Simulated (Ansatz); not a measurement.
Input for Ansatz (development build ahead of 0.2.0):

```yaml
crystal:
  periodic: [false, false, false]
  atoms:
    - { symbol: Al, position_ang: [0.0, 0.0, -0.63094] }
    - { symbol: F, position_ang: [0.0, 0.0, 0.91136] }
basis:
  gaussian: { orbitals: cc-pVDZ }
hamiltonian:
  xc: hf
correlation:
  method: mp2
  frozen_orbitals: { Al: 5, F: 1 }
```

The input is written out in the form of the current development build from the run's settings.

The run gave:

```
Converged                       : yes
Reference energy                : -341.40896 hartree
Correlation energy              : -0.23250 hartree
Total energy                    : -341.64146 hartree
Spin squared of the determinant : 0.000
```
